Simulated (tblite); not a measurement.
C₄H₇O (doublet state).
Atom-mapped SMILES: `[CH2:1]=[C:2]([CH3:3])[CH2:4][O:5]` (hydrogens: H6, H7 on C1; H8, H9, H10 on C3; H11, H12 on C4)

Structure used (GFN2-xTB), in Å, numbered top down from 1:
```xyz
12
C4H7O angstrom
C     -0.0702    1.5437   -0.0019
C     -0.0514    0.2103   -0.0125
C     -1.2424   -0.6378   -0.2855
C      1.2286   -0.5412    0.2634
O      1.2045   -1.8484    0.2355
H     -0.9712    2.0986   -0.2003
H      0.8146    2.1232    0.2043
H     -1.0226   -1.3049   -1.1188
H     -2.1244   -0.0434   -0.5047
H     -1.4306   -1.2759    0.5779
H      2.0230   -0.1465   -0.4243
H      1.6432   -0.1783    1.2409
```

The geometry is computed with GFN2-xTB (gas phase). This method treats the open shell by occupation alone, without spin polarisation.

Take the most abundant isotopes and a rigid rotor. The values belong to one conformer with, in the numbering `[CH2:1]=[C:2]([CH3:3])[CH2:4][O:5]`, C1–C2–C4–O5 180°.

Problem. What are A, B and C (MHz)?

Solution. Ia = 59.03, Ib = 120.54, Ic = 173.56 u·Å²; 505379 MHz·u·Å²/I gives A = 8561, B = 4193, C = 2912 MHz.

Problem. What kind of rotor is it?

Solution. An asymmetric top. Ray's parameter κ = (2B − A − C)/(A − C) = -0.547; −1 is the prolate and +1 the oblate limit.

Problem. Is it planar, by Δ = Ic − Ia − Ib?

Solution. Not planar: Δ = Ic − Ia − Ib = -6.01 u·Å². For a rigid frame Δ = −2 Σ m c², so Σ m c² = 3.01 u·Å² lies off the ab plane, practically all of it from hydrogen. The atom farthest from that plane is 0.89 Å away.

Problem. Give the other two planar moments, Paa and Pbb, and the rms extents of the mass along the axes.

Solution. Paa = Σ m a² = (Ib + Ic − Ia)/2 = 117.53 and Pbb = Σ m b² = (Ia + Ic − Ib)/2 = 56.03 u·Å². With the mass M = 71.05 u, the rms extents √(P/M) along a, b and c are 1.29, 0.89, 0.21 Å.

For this open shell read J as N, the rotation without spin; fine and hyperfine splittings come on top. Its GFN2-xTB frequencies are all real (lowest 75 cm⁻¹). Zero-point vibration and centrifugal distortion are left out.
